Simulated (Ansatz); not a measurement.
Consider the ligand exchange at a Mg–O bond: `[MgH][O][SiH3]` + HCl → `[MgH][Cl]` + `O[SiH3]`.

Gas-phase electronic energies from Ansatz, PBE0-D4/def2-TZVP geometries. CCSD(T)/CBS adds triple-zeta CCSD(T) − MP2 to the extrapolated MP2 energy (def2 sets, frozen cores). This one scheme is used for every species. DFT in def2-TZVPP. For Mg outer-core shells are correlated without core-valence functions, which leaves a few kJ/mol of doubt a bond.

```tsv
level	ΔE (eV)
BLYP-D4	-0.42
B2PLYP	-0.46
BLYP	-0.47
PBE0	-0.55
BHLYP	-0.53
CCSD/def2-SVP	-0.36
SCS-MP2/def2-TZVPP	-0.41
CCSD/def2-TZVPP	-0.44
```

Task: What does CCSD(T)/CBS give? (Estimate.)

Result: Computed: -0.42 eV. The listed levels differ from it by 0.00, -0.04, -0.05, -0.13, -0.11, 0.06, 0.01, -0.02 eV.

Task: What do rigid-rotor, harmonic-oscillator terms from PBE0-D4/def2-TZVP frequencies (298.15 K, 1 bar) make of the CCSD(T)/CBS value? (Best estimate.)

Result: Ansatz gave: ΔZPE = +0.10 eV, ΔH = -0.34 eV, ΔS = 9 J/(mol·K), ΔG = -0.37 eV.

Largest T1 diagnostic among the species: 0.011.

Leaving LDA and LC-ωPBE aside and taking each functional with its dispersion term where it has one, the values, not all of them listed here, spread over 0.11 eV, from HSE06-D4 to BLYP-D4. LDA lies +0.04 eV from PBE without D4. In def2-TZVPP, CCSD(T) changes the Hartree–Fock value by +0.18 eV (the triples alone add +0.01 eV) and MP2 by +0.17 eV. From BLYP to BHLYP (50 % exact exchange), in def2-TZVPP and without D4, ΔE moves by −0.06 eV.
